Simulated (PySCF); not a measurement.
# L and K shells in `[PH4+]`

Compound: PH4 (charge +1).
Geometry (PBE0-D3(BJ)/def2-SVP, Å), atoms numbered from 1 in this order:
```
atom  x, y, z in Å
P1    -0.0227    0.0150   -0.0201
H2    -0.7917   -0.8582   -0.8145
H3     0.2973   -0.6169    1.1977
H4    -0.7609    1.1867    0.2390
H5     1.1638    0.3487   -0.7024
```

Computed with delta-SCF UKS SCAN, pcX-2 on the ionised atom, pcseg-1 elsewhere, spin-free X2C (PySCF 2.14.0). Binding energies are ΔSCF values: E(core-ionised, relaxed orbitals) − E(ground state) at a fixed geometry, referred to the vacuum level. 2p3/2 and 2p1/2 are the ΔSCF energy of one spin-free 2p hole plus the eigenvalues of a spin–orbit and ligand-field matrix of the shell. The splitting includes the ligand field, and 2p3/2 is the mean of two sublevels.

When a 2p electron fills a 1s hole, the emitted photon carries the energy difference of the two hole states (Kα1 from 2p3/2, Kα2 from 2p1/2), here at the ground state's geometry.

```json
{"atom": "P1", "Kα1 (eV)": "2013.58", "Kα2 (eV)": "2012.69", "2p3/2 binding energy (eV)": "146.35"}
```

Question: What are the 1s and 2p1/2 binding energies?

Answer: 1s = Kα1 + 2p3/2, and 2p1/2 = 1s − Kα2:

```csv
atom,environment,1s (eV),2p1/2 (eV)
P1,phosphonium phosphorus,2159.93,147.24
```

The species carries charge +1, so core ionisation leaves charge +2. Geometry: PBE0-D3(BJ)/def2-SVP; no solvent, vibrations or thermal averaging.
